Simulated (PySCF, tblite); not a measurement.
# C₂H₅BeN, a complex of two parts: NMR shifts, interaction energy, infrared bands, spin-spin couplings and core binding energies

The task here is to estimate one member of a computed series from the others.

Computed with tblite 0.8.0 and PySCF 2.14.0; each step states its level. No surroundings beyond the atoms listed, unless a continuum is named. Atoms count from 0, parts from 1.

## The system as given

9 atoms, charge 0, multiplicity 1; geometry: rigid parts in contact. Parts: 1 = atoms 0–2, `[BeH2]`, charge 0; 2 = atoms 3–8, `CC#N`, charge 0.

The first run:

Job settings and geometry (Å):

```
{"job": {"kind": "dock", "xc": "GFN2-xTB", "basis": "xTB"}, "charge": 0, "multiplicity": 1, "parts": [{"atoms": "0-2", "charge": 0, "multiplicity": 1}, {"atoms": "3-8", "charge": 0, "multiplicity": 1}]}
Be     0.000018    -0.000064    -0.000072
H     -0.336777    -0.270661    -1.204125
H      0.336759     0.270725     1.204197
C     -3.983352     0.829555    -0.543517
C     -2.902523     0.706178     0.394896
N     -2.042952     0.608063     1.141201
H     -3.935783     0.013154    -1.263127
H     -4.933307     0.788653    -0.012048
H     -3.902666     1.780560    -1.068671
```

With the program's defaults for keys left out, this is: GFN2-xTB search for minima from random contacts, gas phase.

On the command line:

```console
$ OMP_NUM_THREADS=1 python cluster_run.py task.json out
```

One launch serves the whole session: the jobs run in the order shown.

Among the steps run: Search for minima with GFN2-xTB; Relaxing the molecule at PBE0-D3(BJ)/def2-TZVPD; Shielding tensors: PBE0/pcSseg-2; Coupled-cluster interaction energy: CCSD(T) and MP2.

One of the session's tables, all rows but one given; the rest of the session is left out.

It belongs to the step «Coupled-cluster interaction energy: CCSD(T) and MP2». 

| method | interaction energy (kcal/mol) |
| --- | --- |
| HF/aug-cc-pVDZ | -19.99 |
| MP2/aug-cc-pVDZ | -22.75 |
| CCSD/aug-cc-pVDZ | -21.62 |
| CCSD(T)/aug-cc-pVDZ | -22.01 |
| HF/aug-cc-pVQZ | -22.08 |
| MP2/aug-cc-pVQZ | -25.89 |
| SCS-MP2/aug-cc-pVQZ | ? |
| MP2, extrapolated | -26.19 |
| CCSD(T), limit estimate | -25.45 |

**Question.** Estimate the row for SCS-MP2/aug-cc-pVQZ.

**Answer.** interaction energy (kcal/mol): -24.59. In the column «interaction energy (kcal/mol)» it lies between CCSD(T), limit estimate (-25.45) and MP2/aug-cc-pVDZ (-22.75).

Limits of these values: The interaction energy leaves out the deformation of the parts, 9.72 kcal/mol at MP2. So large a deformation means that a part is far from its own minimum, so a sum across the two methods would be rough.
